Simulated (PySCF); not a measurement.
CHN, SMILES [C-]#[NH+]. Atoms are numbered in the order given.

```xyz
3

C      0.0000     0.0000    -0.7382
N      0.0000     0.0000     0.4288
H      0.0000     0.0000     1.4274
```

Coordinates come from a r2SCAN-D4/def2-TZVPD optimisation.

Method: HF/def2-TZVPD (PySCF).

The molecule is in vacuum.

* **total energy**: -92.89555 hartree
* **point group**: C∞v
* **highest occupied level**: -13.37 eV
* **lowest empty level**: 2.09 eV
* **orbital gap**: 15.46 eV
* **dipole moment**: 2.89 D
* **quadrupole, principal values (traceless, Buckingham form, about the centre of nuclear charge)**: -0.97, -0.97, 1.94 D·Å
* **mean static polarisability**: 17.3 bohr³ (2.56 Å³)
* **polarisability, principal values**: 14.8, 14.8, 22.3 bohr³
